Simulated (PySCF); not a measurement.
# Bond length, frequency and bond energy of LiC by level of theory

State: ⁴Σ⁻ (quartet), unpaired electrons σ ↑, π ↑↑. Set-up: PySCF, no relativity, basis sets Li pcseg-2, C pcseg-2. De refers to Li + C in their high-spin ground configurations, without counterpoise correction. The functionals are run spin-unrestricted. A positive dipole means Li(−)C(+).

```tsv
Level	Re (Å)	ωe (cm⁻¹)	De (eV)	μ (D)
UHF	1.882	716	1.95	-6.67
UHF-MP2	1.874	714	2.64	n/a
UHF-SCS-MP2	1.870	719	2.39	n/a
UHF-CCSD	1.870	717	2.54	n/a
UHF-CCSD(T)	1.872	713	2.58	n/a
PBE	1.891	677	2.78	-5.99
TPSS	1.889	684	2.76	-6.11
r²SCAN	1.891	689	2.84	-6.28
M06-L	1.876	699	3.03	-6.46
B3LYP	1.878	693	2.57	-6.18
PBE0	1.877	701	2.69	-6.23
```

Task: Which functional lies closest to UHF-CCSD(T) in De, which farthest, and by how much do they differ from it?

Result: Closest is B3LYP (+0.6 pm in Re, -2.8 % in ωe, -0.01 eV in De against UHF-CCSD(T) in the same basis), farthest M06-L (+0.4 pm in Re, -2.0 % in ωe, +0.45 eV in De). CCSD(T) converges more slowly with the basis than the functionals do and binds too weakly in this one, so the order can change at the basis-set limit.

Task: What does a quarter of exact exchange do here, going from PBE to PBE0?

Result: PBE0 less PBE: -1.4 pm in Re, +3.5 % in ωe, -0.09 eV in De. Exact exchange removes part of the self-interaction that spreads semilocal densities, and in most molecules shortens and stiffens the bond and lowers De; so it does here.

Task: What does second-order correlation do here, going from UHF to UHF-MP2?

Result: UHF-MP2 less UHF: -0.8 pm in Re, -0.3 % in ωe, +0.69 eV in De. Correlation nearly always deepens the well. The bond shortens, as in weak, metallic or heavy-atom bonds, where dispersion and the correlation of outer-core electrons pull the atoms together.

Correlated steps freeze 1 core orbital. The state was picked by a PBE0 search and need not be the measured ground state.

The whole job (state search and all levels along the bond) took about 1.4 min on 1 thread of Arm Neoverse V1 (shared host), peak memory 0.6 GiB.
